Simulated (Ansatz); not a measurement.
Geometry optimisation, Ansatz 0.2.0, RKS PBE/def2-SVP.

The input (input.yaml):

```yaml
crystal:
  periodic: [false, false, false]
  atoms:
    - { symbol: Al, position_ang: [0.0, 0.0, 0.0] }
    - { symbol: Cl, position_ang: [0.0, 0.0, 2.58] }
    - { symbol: H, position_ang: [1.351, 0.0, -0.78] }
    - { symbol: H, position_ang: [-1.351, 0.0, -0.78] }
    - { symbol: P, position_ang: [0.1078, -2.446, 0.8135] }
    - { symbol: H, position_ang: [-0.6605, -3.268, -0.0528] }
    - { symbol: H, position_ang: [1.4574, -2.8876, 0.8103] }
    - { symbol: H, position_ang: [0.0643, -1.4594, 2.0809] }
basis:
  gaussian: { orbitals: def2-SVP }
hamiltonian:
  xc: pbe
relax:
  f_tol: 0.15
  max_steps: 25
  restrain:
    - { distance: [0, 4], at: 3.48, k: 30.0 }
    - { distance: [7, 1], at: 2.57, k: 30.0 }
    - { distance: [0, 1], at: 2.23, k: 30.0 }
    - { distance: [7, 4], at: 1.42, k: 30.0 }
```

Launched with:

```bash
$ ansatz run input.yaml --threads 1 --pin off --max-ram 2048MiB --backend cpu --events-out ev --progress --plain --runs-dir out
```

Task: Where does it end, and by what steps?

Result: The forces met the threshold. The restraints hold the end off the free minimum. After 7 steps the energy has fallen by 1.561 eV (the restraints' own energy left out); P5 moved furthest, 0.85 Å. Parted: Al1–P5 (2.58 → 3.48 Å).

```json
{"step": "0", "energy less start (eV)": "0.0000", "largest force component (eV/Å)": "1.974", "accepted": "yes"}
{"step": "1", "energy less start (eV)": "0.2078", "largest force component (eV/Å)": "2.032", "accepted": "yes"}
{"step": "2", "energy less start (eV)": "0.2291", "largest force component (eV/Å)": "1.842", "accepted": "yes"}
{"step": "3", "energy less start (eV)": "-0.1204", "largest force component (eV/Å)": "1.592", "accepted": "yes"}
{"step": "4", "energy less start (eV)": "-0.9205", "largest force component (eV/Å)": "1.566", "accepted": "yes"}
{"step": "5", "energy less start (eV)": "-1.5164", "largest force component (eV/Å)": "0.807", "accepted": "yes"}
{"step": "6", "energy less start (eV)": "-1.5336", "largest force component (eV/Å)": "1.038", "accepted": "yes"}
{"step": "7", "energy less start (eV)": "-1.5607", "largest force component (eV/Å)": "0.855", "accepted": "yes"}
```

```xyz
8
Properties=species:S:1:pos:R:3
Al 0.030 0.093 0.098
Cl -0.130 0.610 2.232
H 1.480 0.110 -0.544
H -1.328 -0.092 -0.700
P 0.211 -3.201 1.193
H -0.706 -2.871 0.131
H 1.361 -2.781 0.433
H 0.051 -1.928 1.830
```

The run took 21 s on 1 thread of Arm Neoverse V1, on a shared host, peak memory 0.14 GiB.
